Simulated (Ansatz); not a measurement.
```yaml
crystal:
  periodic: [false, false, false]
  atoms:
    - {symbol: Si, position_ang: [0.293783, -0.026898, -0.164035]}
    - {symbol: H, position_ang: [0.559152, 0.665299, 1.123896]}
    - {symbol: H, position_ang: [-0.224040, -1.401646, 0.060133]}
    - {symbol: h, position_ang: [-0.628895, 0.763246, -1.019994]}
basis:
  gaussian: {orbitals: "6-31G*"}
magnetization: {spin_polarized: true, initial_magnetization: 1}
hamiltonian: {xc: {name: HF}}
output: {forces: true}
```

```sh
$ ansatz run in.yaml --threads 2 --pin off --events-out ev --progress --plain --max-ram 20480MiB --backend cpu
```

It prints (some lines left out):

```
Error: YAML parse error: error: line 7 column 16: `h` is not an element symbol (H … Og, case-exact)
 --> <input>:7:16
5 |     - {symbol: H, position_ang: [0.559152, 0.665299, 1.123896]}
6 |     - {symbol: H, position_ang: [-0.224040, -1.401646, 0.060133]}
7 |     - {symbol: h, position_ang: [-0.628895, 0.763246, -1.019994]}
8 | basis:
9 |   gaussian: {orbitals: "6-31G*"}
```

(1) Something in this input is off. What?

Answers

(1) An element symbol is wrong. The input was rejected before any iteration.
